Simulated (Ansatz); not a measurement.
Abridged output of a molecular run in Ansatz:

```
Functional definition: HF
1647 factors; integrals over basis functions are off by at most 1.5e-3 eV
mean field evaluation 1: about -9627.9685 eV, gradient 3.8e1 eV
mean field evaluation 2: about -9628.2369 eV, gradient 3.8e1 eV
mean field evaluation 4: about -9631.7563 eV, gradient 4.6e0 eV
mean field evaluation 8: about -9631.8241 eV, gradient 3.2e-1 eV
mean field evaluation 16: about -9631.8248 eV, gradient 1.7e-6 eV
mean field -9631.82478740 eV, -353.9630322518 hartree, gradient 1.7e-6 eV, S^2 0.000000; 0 other end points of the search recorded, 0 dependent functions left out
6 core orbitals not correlated: weight in the atoms' cores, before any rotation towards them, 1.000 or more for the frozen orbitals, at most 0.000 for the correlated occupied ones
reference -9631.82478740 eV, -353.9630322518 hartree; 18, 18 occupied and 246, 246 virtual orbitals, 1647 factors
second order -31.47326932 eV of doubles, -0.00000000 eV of singles
cycle   1  -31.58798593 eV  change   -1.1e-1 eV  update   1.1e-1
cycle   2  -32.26978501 eV  change   -6.8e-1 eV  update   3.5e-2
cycle   3  -32.43862434 eV  change   -1.7e-1 eV  update   1.7e-2
cycle   4  -32.42818861 eV  change    1.0e-2 eV  update   4.0e-3
cycle   5  -32.42543466 eV  change    2.8e-3 eV  update   1.7e-3
cycle   6  -32.42688938 eV  change   -1.5e-3 eV  update   4.9e-4
cycle   7  -32.42684226 eV  change    4.7e-5 eV  update   1.7e-4
cycle   8  -32.42671880 eV  change    1.2e-4 eV  update   5.6e-5
cycle   9  -32.42672394 eV  change   -5.1e-6 eV  update   2.3e-5
perturbative correction -1.21408327 eV, -0.0446167373 hartree
Total energy: -9665.46559461 eV, -355.1993091142 hartree
```

Its atoms:

Cartesian coordinates in Å:
```
C 0.7978 -0.2148 1.4009
C -0.4987 0.1873 0.8119
F -1.3970 0.4795 1.7705
C -0.8813 0.2969 -0.4530
C -0.0160 0.0238 -1.6229
F -0.4191 -1.1411 -2.2700
H 1.2103 0.6040 1.9965
H 1.5210 -0.4982 0.6397
H 0.6442 -1.0636 2.0721
H -1.9062 0.5970 -0.6435
H 1.0320 -0.1017 -1.3442
H -0.0868 0.8310 -2.3580
```

(1) Which basis set was used?
A. def2-SVP
B. def2-SVPD
C. def2-QZVPP
D. def2-TZVPP

(2) Write the keys of the input that set method, charge and spin (a neutral closed shell needs none for the last two).

Answers

(1) D. It gives 270 functions.

(2) 
```yaml
correlation: {method: ccsd_t}
```
